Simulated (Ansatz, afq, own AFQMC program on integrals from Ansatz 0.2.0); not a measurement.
# HBr + Si, triplet: a scan with AFQMC

```yaml
atoms:
  - { symbol: Br, position_ang: [0.0000, 0.0000, -1.5692] }
  - { symbol: H, position_ang: [0.0000, 0.0000, -0.1486] }
  - { symbol: Si, position_ang: [0.0000, 0.0000, 1.7178] }
```

A hydrogen atom is moved from one rigid fragment to the other; the Br1–H2 distance tells how far. The two fragments are held close together, so this isn't a minimum-energy path and the start is a compressed complex. Energies in eV count from this geometry (1.421 Å) at the same level; the start stands on UHF, each point on the determinant named.

Basis cc-pVTZ. Noble-gas cores (and the filled d shells of Ga–Kr and In–Xe) are frozen. AFQMC by an in-house program on the Cholesky factors that Ansatz 0.2.0 writes for its CCSD(T) run. ph-AFQMC/CISD is guided by a CISD state made of CCSD amplitudes; releasing the constraint for a short imaginary time cuts its bias at the price of noise, slowly where states lie close. ± is one standard error of the sampling. No spin–orbit coupling.

Cautions, each for one point or more: inner d shell frozen; lower spins were not checked; no relativity below Rb; no spin-orbit coupling.

```csv
r(Br1–H2) / Å,det.,T1,weight,⟨S²⟩,r2SCAN,HF,CCSD(T)
1.542,UHF,0.014,0.86,2.03,-0.092,0.033,-0.018
1.603,UHF,0.015,0.86,2.04,-0.082,0.075,0.019
1.664,UHF,0.017,0.85,2.04,-0.045,0.119,0.072
1.725,UHF,0.018,0.85,2.04,0.018,0.165,0.142
1.847,UHF,0.022,0.85,2.03,0.262,0.314,0.379
```

Estimate the curve of CCSDT(Q), counted from the same start.


```csv
r(Br1–H2) / Å,det.,T1,weight,⟨S²⟩,CCSDT(Q),ph-AFQMC/CISD
1.542,UHF,0.014,0.86,2.03,-0.022,-0.026 ± 0.006
1.603,UHF,0.015,0.86,2.04,0.013,0.007 ± 0.007
1.664,UHF,0.017,0.85,2.04,0.064,0.066 ± 0.007
1.725,UHF,0.018,0.85,2.04,0.134,0.137 ± 0.007
1.847,UHF,0.022,0.85,2.03,0.370,0.377 ± 0.007
```

Weight is that of the determinant in the CISD state; at the start T1 is 0.012 and the weight 0.86, and ⟨S²⟩ is 2.02. Largest departures from CCSDT(Q), at the points where its series has closed: CCSD(T) 0.009 eV at 1.847 (on UHF), ph-AFQMC/CISD 0.008 eV at 1.847 (on UHF) (within the noise), r2SCAN -0.116 eV at 1.725, HF 0.063 eV at 1.603 (on UHF). Functionals count only at points shown to share the start's state and spin. In total energy ph-AFQMC/CISD lies 22 ± 5 meV above CCSDT(Q) at the start, so its agreement along the curve rests in part on cancellation.

A walk keeps the symmetry of its determinant, which the program's search chose and which needn't be the lowest solution, so a lower state of the same spin and another symmetry isn't excluded.
